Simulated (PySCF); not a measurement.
C4H2, optimised at PBE/def2-SVP:

```xyz
6

C      1.7740     0.5403     0.4769
C      0.6343     0.1932     0.1705
C     -0.6343    -0.1932    -0.1705
C     -1.7740    -0.5403    -0.4769
H      2.7757     0.8454     0.7462
H     -2.7757    -0.8454    -0.7462
```

Energies from PySCF (xtb for GFN2), thermal terms from the rigid-rotor harmonic-oscillator model, ideal gas at 1 bar. 6-31G* has spherical d functions here. All species are closed-shell singlets. B3LYP is the form with VWN-RPA correlation.

### Question
List the harmonic frequencies (cm⁻¹, unscaled) at this level and at the other levels, each on its own geometry.

### Answer
- PBE/def2-SVP: 240, 240, 535, 536, 626, 626, 629, 629, 918, 2044, 2219, 3405, 3407
- B3LYP/6-31G*: 273, 273, 592, 592, 610, 610, 729, 729, 925, 2125, 2301, 3495, 3499
- GFN2-xTB: 193, 193, 373, 373, 601, 601, 679, 679, 932, 2177, 2289, 3402, 3406
- HF/6-31G*: 280, 280, 681, 681, 819, 819, 885, 885, 944, 2310, 2506, 3662, 3662
- PBE0/def2-TZVP: 239, 239, 536, 536, 673, 673, 678, 678, 924, 2127, 2305, 3481, 3483
